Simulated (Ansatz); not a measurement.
# fcc Au

Calculation: PBE (Ansatz, an electronic-structure program, PAW).

Numerical settings: plane-wave cutoff 520 eV, 18×18×18 k mesh, Fermi–Dirac smearing 0.1 eV, perturbation theory, force constants from a 6×6×6 q mesh, scalar-relativistic PAW data made under PBE.

Cell: relaxed at this level.

- zero-point energy: 0.015 eV/atom

Spin–orbit coupling is not included; it can shift volumes and moduli of such heavy elements.

Cost on a shared machine: roughly 17 core-minutes.
